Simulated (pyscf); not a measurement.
`[F][CH]([F])[CH]=[CH][Cl]` -> `[CH2]=[CH][Cl]` + `[F][C][F]` [singlet] (1,1-elimination; singlet surface; C–C, C–H broken, C–H formed). Structures and frequencies: ωB97X-D3(BJ)/def2-SVP in PySCF. Energies in kJ/mol from the reactant's lowest minimum found.

```
level                   barrier  reaction energy
----------------------  -------  ---------------
ωB97X-D3(BJ)/def2-TZVP        ?                ?
PBE/def2-TZVP             366.9           +249.2
B3LYP-D3(BJ)/def2-TZVP    394.7           +247.1
PBE0-D3(BJ)/def2-TZVP     402.8           +268.3
M06-2X/def2-TZVP          415.9           +256.1
HF/def2-TZVP                  ?           +217.0
```

Task: Some entries are withheld; supply them.

Result: 
- ωB97X-D3(BJ)/def2-TZVP, barrier: 420.2
- ωB97X-D3(BJ)/def2-TZVP, reaction energy: +250.7
- HF/def2-TZVP, barrier: 480.8

The functionals in the table span 53.3 kJ/mol in this barrier, from PBE to ωB97X-D3(BJ)/def2-TZVP. One saddle was located; it need not be the lowest between these sides.
